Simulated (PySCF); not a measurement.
# A gas-phase reaction: H4OSi + CH4O → CH6OSi + H2O

Wanted: the reaction energy for `O[SiH3]` + `CO` → `CO[SiH3]` + `O`.

Programs: PySCF 2.14.0. All values are calculated, for the isolated system unless a continuum is named. Atoms count from 0, parts from 1.

### 1 Starting point

Each species was relaxed by itself at PBE0-D3(BJ)/def2-SVPD.

### 2 Energies of the species: wB97M-D3(BJ)/def2-TZVPD

What the job is given:

```
{"job": {"kind": "react", "xc": "wB97M-D3(BJ)", "basis": "def2-TZVPD"}, "charge": 0, "multiplicity": 1}
-1 H4OSi charge 0 multiplicity 1
Si    -0.379200     0.166420     0.153260
O      0.976820    -0.078050    -0.804900
H      0.005140     0.493440     1.559870
H     -1.254680    -1.044550     0.168680
H     -1.098870     1.312550    -0.461740
H      1.577090    -0.787180    -0.565980

-1 CH4O charge 0 multiplicity 1
C     -0.340550     0.006260    -0.020530
O      0.951370    -0.536770    -0.122050
H     -0.577210     0.340630     1.004820
H     -1.048570    -0.788160    -0.289870
H     -0.497210     0.851830    -0.713080
H      1.600380     0.131070     0.109350

+1 CH6OSi charge 0 multiplicity 1
Si    -1.347910     0.080650    -0.032210
O      0.130310    -0.248620    -0.740740
C      1.348560    -0.115690    -0.055440
H     -1.408470     1.507900     0.412300
H     -1.557940    -0.790420     1.166010
H     -2.375070    -0.193070    -1.070690
H      1.393500    -0.775760     0.828720
H      1.518060     0.923300     0.277820
H      2.163570    -0.396380    -0.736380

+1 H2O charge 0 multiplicity 1
O     -0.003430     0.389370    -0.002910
H     -0.761130    -0.201390     0.003710
H      0.764600    -0.187950    -0.000810
```

With the program's defaults for keys left out, this is: wB97M-D3(BJ)/def2-TZVPD reaction energy of separated species, gas phase.

On the command line:

```
$ OMP_NUM_THREADS=1 python cluster_run.py task.json out
```

This one command runs all jobs of the session in turn.

**Question.** The jobs that follow are: PBE0-D3(BJ)/def2-TZVPD reaction energy of separated species, gas phase; MP2/def2-TZVPD reaction energy of separated species, gas phase. Predict: reaction energy (wB97M-D3(BJ)/def2-TZVPD); ΔH, ΔG at 298 K (xTB thermal terms). Thermal terms come from harmonic xTB runs on each species.

The runs gave:

| quantity | value |
| --- | --- |
| reaction energy (wB97M-D3(BJ)/def2-TZVPD) | -0.85 kcal/mol |
| ΔH, ΔG at 298 K (xTB thermal terms) | -1.1, -0.5 kcal/mol |
| range of the reaction energy over the runs of this table | -1.63 to -0.85 kcal/mol |

What this shows: The reaction is exothermic by 1.1 kcal/mol in the gas phase; dispersion gives -0.48, and xTB itself gave -0.81 for the electronic energy (xTB energies and thermal terms come from the earlier relaxation of each species, not shown). No barrier was sought. The reaction energy runs from -1.63 (MP2/def2-TZVPD) to -0.85 kcal/mol (wB97M-D3(BJ)/def2-TZVPD).
